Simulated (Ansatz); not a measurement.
# Band gap of some cubic solids

Method: r²SCAN-D4 (Ansatz, a first-principles code, plane waves, PAW). References are measured gaps from which a computed or estimated zero-point shift was taken out, by their sources or here, so that they lie as a rule above the printed measurements.

Values in eV.

| solid | reference | r²SCAN-D4 | error (eV) |
|---|---|---|---|
| zinc-blende GaN (metastable phase) | 3.48 | 2.24 | -1.24 |
| rock-salt SrO | 5.63 | 3.80 | -1.83 |
| zinc-blende InP | 1.47 | 1.09 | -0.38 |
| rock-salt MgO | 8.36 | 5.76 | -2.60 |
| rock-salt LiF | 15.35 | 10.40 | -4.95 |
| zinc-blende GaP | 2.43 | 1.83 | -0.60 |
| diamond-structure Si | 1.23 | 0.76 | -0.47 |
| zinc-blende BP | 2.2¶ (2.20–2.50) | 1.40 | -0.80 |

Over these 8 solids the mean error is -1.61 eV, the mean absolute error 1.61 eV (median 1.02 eV), and the worst case rock-salt LiF at -4.95 eV; the value is below the reference in 8 of 8 cases.

¶ marks references of a special kind: zinc-blende BP, 2.2 eV (measured, zero-point renormalisation of 0.106 eV removed from the gap extrapolated to 0 K (as printed); the shift is computed, second of two values printed, our sources range from 2.20 to 2.50; as tabulated in X. Ren, F. Merz, H. Jiang et al., All-electron periodic G0W0 implementation …).

Brackets give the range of the sources taken for a reference, where it is wide; it can hold other temperatures.

Differences are worked out from the printed values.

Density-functional gaps are differences of (generalised) Kohn–Sham levels of a static lattice; semilocal ones lie below quasiparticle gaps as a rule. Measured gaps hold zero-point and thermal shifts unless a correction is named.

Spin–orbit coupling is included only where a level's name says +SOC; with heavier elements it mostly lowers gaps and can invert bands. Each level is taken at its own relaxed cell. Ansatz's density-functional and Hartree–Fock values are scalar-relativistic unless marked +SOC, with PAW data made under PBE.

Not in this set, of the solids of all kinds but layered and molecular ones with a reference value in our tables and a result at some level: 166 for a reference of another kind, counted apart; 8 for no value at r²SCAN-D4 (not run, a failed fit, an unstable or unbound cell, or a value held back for tests); 7 for sources at odds; 6 for a doubt noted on the run at r²SCAN-D4; 4 for spin–orbit coupling left out; 2 for a high-temperature or high-pressure phase; 2 for a measured value of zero; 2 for a reference that its source doubts or gives as a wide range. These can be a level's best or worst cases. At least 70 more with a reference value are held back for tests. Solids without a released value at any level aren't counted. Without +SOC, gaps count where the solid holds none of Ge, As, Se, Br, Sn, Sb, Te, I or the elements past barium, or holds Ge, As, Se or Br with a gap over 4 eV. The metals Ce to Yb are counted apart.

References as tabulated in, or derived from, Chen et al. (2018), doi:10.1103/physrevmaterials.2.073803; Vurgaftman et al. (2001), doi:10.1063/1.1368156; Miglio et al. (2020), arXiv:2011.12765; X. Ren, F. Merz, H. Jiang et al., All-electron periodic G0W0 implementation ….
